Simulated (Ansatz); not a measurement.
Worked example: a bond strength in SiH2OF (SMILES O[SiH]F)

SiH2OF has 5 atoms, charge 0, and is taken as a doublet. As SMILES, `O[SiH]F`. The shape was relaxed beforehand at B3LYP/def2-SVP. This is one conformer, not always the lowest.

| atom | x (Å) | y (Å) | z (Å) |
| --- | --- | --- | --- |
| O | -0.6230 | -0.9017 | -0.2750 |
| Si | 0.2935 | 0.2441 | 0.5038 |
| F | 0.2015 | 1.6703 | -0.2904 |
| H | -1.5760 | -0.7647 | -0.3460 |
| H | 1.7040 | -0.2480 | 0.4076 |

Wanted: the dissociation energy of the F3–Si2 bond into doublet F and singlet SiH2O (shapes relaxed at B3LYP/def2-SVP, no zero-point term). 1 Eh = 2625.50 kJ/mol = 27.2114 eV. Totals in Eh; open shells run unrestricted unless said.

| level | program | SiH2OF | doublet F | singlet SiH2O |
| --- | --- | --- | --- | --- |
| USVWN5/def2-TZVPP | Ansatz | -463.578138 | -99.107405 | -364.244751 |
| UPBE0-D4/def2-TZVPP | Ansatz | -465.612613 | -99.676173 | -365.742768 |
| UMP2/def2-TZVPP, 7 core orbitals frozen | Ansatz | -465.155195 | -99.609588 | -365.341911 |

**Question.** Work out the dissociation energy at each level.

**Answer.** 
1. USVWN5/def2-TZVPP: (-99.107405) + (-364.244751) − (-463.578138) = 0.225982 Eh = 593.3 kJ/mol = 6.15 eV.
2. UPBE0-D4/def2-TZVPP: (-99.676173) + (-365.742768) − (-465.612613) = 0.193672 Eh = 508.5 kJ/mol = 5.27 eV.
3. UMP2/def2-TZVPP: (-99.609588) + (-365.341911) − (-465.155195) = 0.203696 Eh = 534.8 kJ/mol = 5.54 eV.

The levels span 508 to 593 kJ/mol; no measured value is set beside them. A fragment with an even electron count was run as a singlet and may have a lower triplet. A bond enthalpy at 298 K also holds the loss of zero-point energy and thermal terms.
